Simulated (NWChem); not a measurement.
Program: NWChem. System: CN, charge 0, spin multiplicity 2, at a geometry optimised with UB3LYP/def2-SVP. The structure started from a generated list of species. Its SCF solution wasn't tested for a lower state. Level: ROCCSD(T)/def2-SVP, 2 core orbitals frozen.

Part of the output:

```
             Northwest Computational Chemistry Package (NWChem) 7.3.0
             --------------------------------------------------------

                                NWChem Input Module
                                -------------------

 Scaling coordinates for geometry "geometry" by  1.889725989
 (inverse scale =  0.529177249)

 Turning off AUTOSYM since
 SYMMETRY directive was detected!

                             Geometry "geometry" -> ""
                             -------------------------

 Output coordinates in angstroms (scale by  1.889725989 to convert to a.u.)

  No.       Tag          Charge          X              Y              Z
 ---- ---------------- ---------- -------------- -------------- --------------
    1 C                    6.0000     0.00000000     0.00000000     0.63030400
    2 N                    7.0000     0.00000000     0.00000000    -0.54026100

 Effective nuclear repulsion energy (a.u.)      18.9869374686

            Nuclear Dipole moment (a.u.)
            ----------------------------
        X                 Y               Z
 ---------------- ---------------- ----------------
     0.0000000000     0.0000000000    -0.0000056692

      Symmetry information
      --------------------

 Group name             C2v
 Group number             16
 Group order               4
 No. of unique centers     2

      Symmetry unique atoms

     1    2


 Summary of "ao basis" -> "" (spherical)
 ------------------------------------------------------------------------------
       Tag                 Description            Shells   Functions and Types
 ---------------- ------------------------------  ------  ---------------------
 *                          def2-svp                  on all atoms

 Summary of "ao basis" -> "ao basis" (spherical)
 ------------------------------------------------------------------------------
       Tag                 Description            Shells   Functions and Types
 ---------------- ------------------------------  ------  ---------------------
 C                          def2-svp                 6       14   3s2p1d
 N                          def2-svp                 6       14   3s2p1d

                                 NWChem SCF Module
                                 -----------------

  ao basis        = "ao basis"
  functions       =    28
  atoms           =     2
  closed shells   =     6
  open shells     =     1
  charge          =   0.00
[...]
      Symmetry adaption is : on
         Schwarz screening : 0.10D-09

          Correlation Information
          -----------------------
          Calculation type : Coupled-cluster singles & doubles w/ perturbation
   Perturbative correction : (T)
            Max iterations :      100
        Residual threshold : 0.10D-05
     T(0) DIIS level shift : 0.00D+00
     L(0) DIIS level shift : 0.00D+00
     T(1) DIIS level shift : 0.00D+00
     L(1) DIIS level shift : 0.00D+00
     T(R) DIIS level shift : 0.00D+00
     T(I) DIIS level shift : 0.00D+00
   CC-T/L Amplitude update :  5-th order DIIS
                I/O scheme : Global Array Library
        L-threshold :  0.10D-05
        EOM-threshold :  0.10D-05
 no EOMCCSD initial starts read in
 TCE RESTART OPTIONS
 SLICE:      F
 D4D5:       F
 quantumc:   F
 qrotation:  F
 pwtce:      F
 qducc:      F
 nacto:                         0
 nrotv:                         0
 nrot:                          0

            Memory Information
            ------------------
          Available GA space size is     249035232 doubles
          Available MA space size is     104856012 doubles

 Maximum block size supplied by input
 Maximum block size        24 doubles

 tile_dim =      9

 -------------------------------------------------

 Global array virtual files algorithm will be used

 Parallel file system coherency ......... OK

 4-electron integrals stored in orbital form

 v2    file size   =            32239
 4-index algorithm nr.  13 is used
 imaxsize =       30
 imaxsize ichop =        0


CCSD iterations
 ---------------------------------------------------------
 Iter          Residuum       Correlation     Cpu    Wall
 ---------------------------------------------------------
    1   0.1705571082342  -0.2746244144561     0.1     0.1
    2   0.0561248584950  -0.2677659980862     0.1     0.1
    3   0.0606331827099  -0.2744456523371     0.1     0.1
    4   0.0588606141099  -0.2793620430673     0.1     0.1
    5   0.0831959327867  -0.2751152635711     0.1     0.1
    6   0.0046756068087  -0.2794233777911     0.1     0.1
    7   0.0043839285552  -0.2794873026781     0.1     0.1
    8   0.0018188159485  -0.2796452904762     0.1     0.1
    9   0.0041191966944  -0.2795276666616     0.1     0.1
   10   0.0029637978616  -0.2798313069065     0.1     0.1
   11   0.0003384297332  -0.2798497819630     0.1     0.1
   12   0.0002354414001  -0.2798320717151     0.1     0.1
   13   0.0001257471085  -0.2798451740688     0.1     0.1
   14   0.0002232021351  -0.2798326728529     0.1     0.1
   15   0.0001780484051  -0.2798481679892     0.1     0.1
   16   0.0000342517808  -0.2798410446224     0.1     0.1
   17   0.0000358706881  -0.2798402228646     0.1     0.1
   18   0.0000162359190  -0.2798423993729     0.1     0.1
   19   0.0000357273095  -0.2798410591659     0.1     0.1
   20   0.0000284929503  -0.2798438635260     0.1     0.1
   21   0.0000036798497  -0.2798437724622     0.1     0.1
   22   0.0000025535297  -0.2798435973191     0.1     0.1
   23   0.0000013412012  -0.2798436978966     0.1     0.1
   24   0.0000023329880  -0.2798435721598     0.1     0.1
   25   0.0000018036271  -0.2798437278187     0.1     0.1
   26   0.0000003432319  -0.2798436485351     0.1     0.1
 -----------------------------------------------------------------
 Iterations converged
 CCSD correlation energy / hartree =        -0.279843648535076
 CCSD total energy / hartree       =       -92.390559330351962

 Singles contributions
     7a1  (beta ) ---     4a1  (beta )       -0.2167493264

 Doubles contributions
     8b1  (alpha)     8b1  (beta ) ---     5b1  (alpha)     5b1  (beta )       -0.1049639425
     9b2  (alpha)     9b2  (beta ) ---     6b2  (alpha)     6b2  (beta )       -0.1049639425
 CCSD(T)
 Using plain CCSD(T) code
             total no. of tasks          927
 total no. of tasks / no. procs          927
                         wl_min            2           1.1
                         wl_max         5832           4.2
        thresh for no. of tasks          927

 CCSD[T]  correction energy / hartree =        -0.018475097700315
 CCSD[T] correlation energy / hartree =        -0.298318746235391
 CCSD[T] total energy / hartree       =       -92.409034428052280
 CCSD(T)  correction energy / hartree =        -0.014193669454187
 CCSD(T) correlation energy / hartree =        -0.294037317989263
 CCSD(T) total energy / hartree       =       -92.404752999806149

 Task  times  cpu:        3.5s     wall:        3.5s

 Total times  cpu:        3.5s     wall:        3.5s
```

Question: Write an NWChem input that would produce this output.

Answer: One answer among several that fit: 
```
start mol
memory heap 100 mb stack 700 mb global 1900 mb
geometry units angstroms nocenter noautoz
  C      0.000000     0.000000     0.630304
  N      0.000000     0.000000    -0.540261
  symmetry group C2v
end
basis spherical
  * library def2-svp
end
scf
  rohf
  nopen 1
  maxiter 100
  thresh 1e-7
  semidirect memsize 60000000 filesize 0
  # guess.movecs holds the orbitals of an unrestricted PBE0 run
  vectors input guess.movecs swap 5 7 output mol.movecs
end
tce
  freeze core 2
  ccsd(t)
  2eorb
  2emet 13
  thresh 1e-6
  maxiter 100
  tilesize 24
end
task tce energy
```
